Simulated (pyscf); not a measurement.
## Concerted two-bond exchange: H₃C–Al(CH₃)–NH₂ -> H₃C–NH–AlH–CH₃

Gas phase, singlet surface, charge 0. Bonds broken: C1–Al2, N4–H11. Bonds formed: C1–N4, Al2–H11. PySCF, gas phase, ωB97X-D3(BJ)/def2-SVP geometries. Correlated levels are frozen-core, on RHF or UHF. ΔMP2 is the change of the MP2 total energy from the triple- to the quadruple-zeta basis.

Transition state (Å):

```xyz
12

C      1.2866     1.7503     0.7285
Al    -0.7110     1.3284     0.9730
C     -1.4269    -0.3677     0.3008
N     -0.4727     1.9255     2.6827
H      1.5277     2.8017     0.9194
H      1.3930     1.5092    -0.3448
H      1.9322     1.0838     1.3153
H     -1.4720    -0.3751    -0.8028
H     -2.4511    -0.5636     0.6625
H     -0.8015    -1.2271     0.6000
H     -1.5470     2.7472     0.8985
H     -0.6676     1.4151     3.5656
```

One imaginary mode, 795i cm⁻¹; descent along it reached the two sides named.

| bond | change | reactant side (Å) | saddle | product side |
|---|---|---|---|---|
| C1–Al2 | breaks | 1.959 | 2.056 | 2.9 |
| N4–H11 | breaks | 1.015 | 2.239 | 2.9 |
| C1–N4 | forms | 3.2 | 2.6 | 1.453 |
| Al2–H11 | forms | 2.507 | 1.649 | 1.589 |

Electronic energies relative to the reactant's lowest minimum found (kcal/mol):

| level | barrier | reaction energy | reverse barrier |
|---|---|---|---|
| ωB97X-D3(BJ)/def2-TZVP | 129.5 | +19.8 | 109.7 |
| PBE/def2-TZVP | 112.6 | +19.3 | 93.3 |
| r²SCAN/def2-TZVP | 118.6 | +20.6 | 98.0 |
| B3LYP-D3(BJ)/def2-TZVP | 119.3 | +19.1 | 100.2 |
| PBE0-D3(BJ)/def2-TZVP | 124.4 | +19.5 | 104.9 |
| M06-2X/def2-TZVP | 130.7 | +20.6 | 110.1 |
| ωB97M-D3(BJ)/def2-TZVP | 127.5 | +20.2 | 107.3 |
| HF/def2-TZVP | 135.8 | +17.5 | 118.3 |
| MP2/def2-QZVPP | 145.1 | +21.6 | 123.5 |
| CCSD/def2-TZVPP | 129.8 | +19.9 | 109.9 |
| CCSD(T)/def2-TZVPP | 122.4 | +20.0 | 102.4 |
| CCSD(T)/def2-TZVPP + ΔMP2(QZVPP) | 123.4 | +20.6 | 102.9 |

With CCSD(T)/def2-TZVPP + ΔMP2(QZVPP) energies and thermal terms (ideal gas, 1 atm, RRHO with modes under 100 cm⁻¹ raised to 100, one conformer, R ln 2 for chiral ones without a mode under 150 cm⁻¹), in kcal/mol:

```tsv
T (K)	ΔH‡	ΔG‡	ΔH	ΔG
298	118.5	118.2	+20.2	+20.6
600	118.3	118.0	+19.6	+21.3
900	118.2	117.9	+19.3	+22.3
1200	118.1	117.8	+19.3	+23.3
```

From the product side, CH₃• + [H₃C–AlH–NH]• lies, by one bond made or cut, 8.8 kcal/mol under this saddle at ωB97M-D3(BJ)/def2-TZVP. The same reactants have a lower exit, to CH₄ + H₃C–Al=NH (barrier +73.8 kcal/mol at ωB97M-D3(BJ)/def2-TZVP, against +127.5 kcal/mol here). This is the saddle that the search found; another between the same sides may lie lower. One closed-shell reference is unstable to symmetry breaking; treat the single-reference values with care. The CCSD(T) − MP2 part came from Ansatz, without density fitting, on the same reference. The largest closed-shell T1 diagnostic is 0.050, which may signal static correlation.
